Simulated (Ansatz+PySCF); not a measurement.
# triplet CH5N: levels of theory in one basis

```xyz
7

C    -1.1996   -0.0111    0.0000
N     1.4007    0.1299    0.0000
H    -1.4267   -0.5129    0.9331
H    -1.4199   -0.5914   -0.8881
H    -1.5202    1.0228   -0.0458
H     0.1889    0.1269    0.0010
H     1.5703   -0.8877   -0.0001
```

Basis set: cc-pVTZ (spherical functions). Frozen core: 2 orbitals. Correlation on ROHF uses semicanonical orbitals with singles. Charge 0, multiplicity 3.

Computed with Ansatz (development build ahead of 0.2.0); each method stands on the lowest determinant of its kind that the runs found.

```tsv
method	E − E(ROHF) (eV)	<S²> of the determinant
ROHF	0.00	2.00
UHF	-0.52	2.06
ROHF-MP2	-10.43	–
```

Problem. What does UHF-MP2 give on the same scale?

Solution. -10.26 eV.

Problem. Is a single determinant a sound starting point here?

Solution. By this sign, yes. Unrestricted orbitals gain 0.52 eV and <S²> is 2.06 against 2.00 for a pure state.
